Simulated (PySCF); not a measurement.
Problem. Write Cartesian coordinates for `SC1CCCC1` as optimised with GFN2-xTB.

Solution. 
```xyz
16
C5H10S angstrom
S      2.2698    0.7110   -0.4393
C      1.0828   -0.4646    0.3185
C      0.1302    0.2254    1.2873
C     -1.0034    0.7665    0.4062
C     -0.9878   -0.0811   -0.8821
C      0.1544   -1.0917   -0.7145
H      1.3532    1.5085   -0.9777
H      1.7296   -1.1943    0.8067
H     -0.2548   -0.5192    1.9868
H      0.6220    1.0093    1.8615
H     -1.9616    0.6983    0.9187
H     -0.8330    1.8182    0.1731
H     -1.9373   -0.5905   -1.0382
H     -0.8102    0.5505   -1.7534
H      0.6651   -1.3047   -1.6525
H     -0.2266   -2.0326   -0.3125
```

Any rigid rotation of these coordinates is as good. Atoms count from 1 in this order. Of the pairs four or more bonds apart, C5···H7 is among the closest relative to their van der Waals radii: 2.83 Å, 98 % of the sum of Bondi's values. The 5-membered ring C2–C3–C4–C5–C6 has internal angles of 103.7° to 106.2°; it is puckered, 0.16 Å rms from its mean plane, widest ring torsion 37°.

Bonds between heavy atoms (Å): S1–C2 1.835, C2–C3 1.524, C3–C4 1.534, C4–C5 1.542, C5–C6 1.534, C2–C6 1.524.

Structure optimised with GFN2-xTB, isolated species.

Point group: Cs (tolerance 0.08 Å). GFN2-xTB frequencies: not computed here. The numbers are those of one conformer (H–S1–C2–C3 -58°, S1–C2–C3–C4 85°, C2–C3–C4–C5 23°, C3–C4–C5–C6 0°, C4–C5–C6–C2 -22°).
